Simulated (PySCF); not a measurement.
Running PySCF for NaN

The script input.py:

```python
from pyscf import gto, dft

mol = gto.M(
    atom='Na 0 0 0; N 0 0 2.007',
    basis='def2-svpd',
    charge=0,
    spin=2,
    verbose=4,
)
mf = dft.ROKS(mol, xc='mn15l')
mf.kernel()
mf.analyze()
print('orbital energies (hartree):', mf.mo_energy[..., max(0, mol.nelec[1]-3):mol.nelec[0]+3].round(4))
```

```bash
$ OMP_NUM_THREADS=1 python input.py
```

It prints (some set-up lines and the per-cycle HOMO/LUMO lines with their warnings removed):

```
PySCF version 2.14.0

[INPUT] Symbol           X                Y                Z      unit          X                Y                Z       unit  Magmom
[INPUT]  1 Na     0.000000000000   0.000000000000   0.000000000000 AA    0.000000000000   0.000000000000   0.000000000000 Bohr   0.0
[INPUT]  2 N      0.000000000000   0.000000000000   2.007000000000 AA    0.000000000000   0.000000000000   3.792680332002 Bohr   0.0

nuclear repulsion = 20.302264693991
number of shells = 16
number of NR pGTOs = 66
number of NR cGTOs = 38
basis = def2-svpd
ecp = {}

******** <class 'pyscf.dft.roks.ROKS'> ********
method = ROKS
initial guess = minao
damping factor = 0
level_shift factor = 0
DIIS = <class 'pyscf.scf.diis.CDIIS'>
SCF conv_tol = 1e-09
SCF max_cycles = 50
num. doubly occ = 8  num. singly occ = 2
XC functionals = mn15l

grids dens level: 3
tot grids = 32008
init E= -216.477329320744
cycle= 1 E= -216.623971087519  delta_E= -0.147  |g|= 0.149  |ddm|= 1.13

cycle= 2 E= -216.047223019348  delta_E= 0.577  |g|= 1.02  |ddm|=  1.2
cycle= 3 E= -216.637167120955  delta_E= -0.59  |g|= 0.0256  |ddm|= 1.18
cycle= 4 E= -216.637355358173  delta_E= -0.000188  |g|= 0.0135  |ddm|= 0.0798
cycle= 5 E= -216.637443667176  delta_E= -8.83e-05  |g|= 0.00477  |ddm|= 0.0269
cycle= 6 E= -216.637459653256  delta_E= -1.6e-05  |g|= 0.00111  |ddm|= 0.013
cycle= 7 E= -216.637460265261  delta_E= -6.12e-07  |g|= 0.00057  |ddm|= 0.00572
cycle= 8 E= -216.637460643203  delta_E= -3.78e-07  |g|= 0.000177  |ddm|= 0.00301
cycle= 9 E= -216.637460687759  delta_E= -4.46e-08  |g|= 3.35e-05  |ddm|= 0.000674
cycle= 10 E= -216.637460689317  delta_E= -1.56e-09  |g|= 9.04e-06  |ddm|= 0.000229
cycle= 11 E= -216.637460689367  delta_E= -4.97e-11  |g|= 9.35e-07  |ddm|= 4.39e-05
Extra cycle  E= -216.637460689365  delta_E= 1.08e-12  |g|= 1.77e-06  |ddm|= 5.32e-06
converged SCF energy = -216.637460689365
**** SCF Summaries ****
Total Energy =                        -216.637460689365440
Nuclear Repulsion Energy =              20.302264693991027
One-electron Energy =                 -343.091060006928501
Two-electron Energy =                  106.151334623572041
Two-electron Coulomb Energy =          127.287290092656008
DFT Exchange-Correlation Energy =      -21.135955469083960
**** MO energy ****
                Roothaan           | alpha              | beta
MO #1   energy= -38.2198805139648  | -38.2199977594771  | -38.2197632684526  occ= 2
MO #2   energy= -14.1739210171159  | -14.1902596942523  | -14.1575823399795  occ= 2
MO #3   energy= -2.23701518329206  | -2.23708817469046  | -2.23694219189364  occ= 2
MO #4   energy= -1.09718833060047  | -1.09722619630496  | -1.09715046486165  occ= 2
MO #5   energy= -1.09718833060046  | -1.09722619630496  | -1.09715046486165  occ= 2
MO #6   energy= -1.09395973344615  | -1.09407493677984  | -1.09384453011247  occ= 2
MO #7   energy= -0.570792585950388 | -0.642425462739397 | -0.499159709161388 occ= 2
MO #8   energy= -0.133680269004071 | -0.159784309594261 | -0.107576228413883 occ= 2
MO #9   energy= -0.0961973229377821 | -0.181727617849133 | -0.010667088509742 occ= 1
MO #10  energy= -0.0961973229377793 | -0.181727617849131 | -0.0106670885097412 occ= 1
MO #11  energy= -0.0649589454070272 | -0.0642036190282217 | -0.0657142717858346 occ= 0
MO #12  energy= -0.0112517667517668 | -0.011175021198226 | -0.0113285282926384 occ= 0
MO #13  energy= -0.0112517667517653 | -0.0111750211982261 | -0.0113285282926377 occ= 0
[25 lines left out]
 ** Mulliken pop on meta-lowdin orthogonal AOs  **
 ** Mulliken pop  **
pop of  0 Na 1s           1.99998
pop of  0 Na 2s           1.99981
pop of  0 Na 3s           0.26117
pop of  0 Na 4s           0.01365
pop of  0 Na 2px          1.99975
pop of  0 Na 2py          1.99975
pop of  0 Na 2pz          1.99934
pop of  0 Na 3px          0.02126
pop of  0 Na 3py          0.02126
pop of  0 Na 3pz          0.00220
pop of  0 Na 4px          0.00092
pop of  0 Na 4py          0.00092
[26 lines left out]
 ** Mulliken atomic charges  **
charge of    0Na =      0.66056
charge of    1N =     -0.66056
Dipole moment(X, Y, Z, Debye):  0.00000, -0.00000, -6.70390
orbital energies (hartree): [-1.094  -0.5708 -0.1337 -0.0962 -0.0962 -0.065  -0.0113 -0.0113]
```

In short: E(SCF) = -216.637461 Eh, 11 cycles, μz(SCF) = -6.70 D.

It ran on AMD EPYC 9R45 96-Core (1 thread, shared host) in 1.4 s, peak memory 0.17 GiB.

The bond length is a typed value, not an optimised one. No search for the lowest solution was made.
